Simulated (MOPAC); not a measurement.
MOPAC input (PM3):

```
PM3 FORCE THERMO(298,298) PRECISE LET UHF MS=0.5 GEO-OK AUX(PRECISION=9) THREADS=1
C4H5

C     0.57643565 1    1.80549396 1   -0.01179179 1
C     0.60344082 1    0.48528186 1   -0.00256470 1
C    -0.57511244 1   -0.34556973 1    0.00163000 1
C    -0.50259939 1   -1.68984484 1    0.01108658 1
H     0.11307461 1    2.76549217 1   -0.01909851 1
H     1.59214268 1    0.00490564 1    0.00211061 1
H    -1.54733937 1    0.16141521 1   -0.00320787 1
H     0.43884024 1   -2.23167882 1    0.01612588 1
H    -1.38703260 1   -2.31869458 1    0.01427196 1
```

Q: Which zero-point energy does it print?

A: 43.00 kcal/mol, from the harmonic wavenumbers of PM3.
